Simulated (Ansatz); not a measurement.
The input, for Ansatz 0.2.0:

```yaml
crystal:
  periodic: [false, false, false]
  atoms:
    - {symbol: Ge, position_ang: [0.000000, -0.042824, -0.012700]}
    - {symbol: H, position_ang: [0.000000, 1.078026, -1.146188]}
    - {symbol: H, position_ang: [0.000000, 2.008200, 2.061472]}
basis:
  gaussian: {orbitals: cc-pVTZ}
correlation: {method: fci, electrons: outside_noble_gas}
```

```sh
$ ansatz run in.yaml --threads 5 --pin off --events-out ev --progress --plain --max-ram 82944MiB --backend cuda --devices 0, --max-vram 75GiB
```

Problem. Roughly how long does this take on 5 threads of AMD EPYC 7R13 with a whole H100 80 GB, shared host, and how much host memory?

Solution. 26 s wall and 1 GiB.

```
765 factors; integrals over basis functions are off by at most 1.7e-7 eV
mean field evaluation 1: about -56500.5066 eV, gradient 1.2e1 eV
mean field evaluation 2: about -56500.5250 eV, gradient 1.2e1 eV
mean field evaluation 4: about -56501.6183 eV, gradient 1.6e0 eV
mean field evaluation 8: about -56501.6329 eV, gradient 1.2e-1 eV
mean field -56501.63319113 eV, -2076.3967215917 hartree, gradient 8.7e-6 eV, S^2 0.000000; 0 other end points of the search recorded, 0 dependent functions left out; unrestricted orbitals would lower it
mean field evaluation 16: about -56501.8889 eV, gradient 1.5e1 eV
unrestricted determinant -56502.77596107 eV, -2076.4387176124 hartree, S^2 0.8734
14 core orbitals not correlated: weight in the atoms' cores, before any rotation towards them, 1.000 or more for the frozen orbitals, at most 0.000 for the correlated occupied ones
reference -56501.63319113 eV, -2076.3967215917 hartree; 3, 3 occupied and 54, 54 virtual orbitals, 765 factors
state -56505.99396553 eV, -2076.5569770949 hartree
Total energy: -56505.99396553 eV, -2076.5569770949 hartree
```

Natural occupations: 1.9495 1.9100 1.6603 0.3228 0.0476 0.0360 0.0128 0.0101 0.0093 0.0075 0.0072 0.0050 0.0044 0.0035 0.0025 0.0017 0.0017 0.0013 0.0012 0.0008 0.0007 0.0006 0.0004 0.0003.
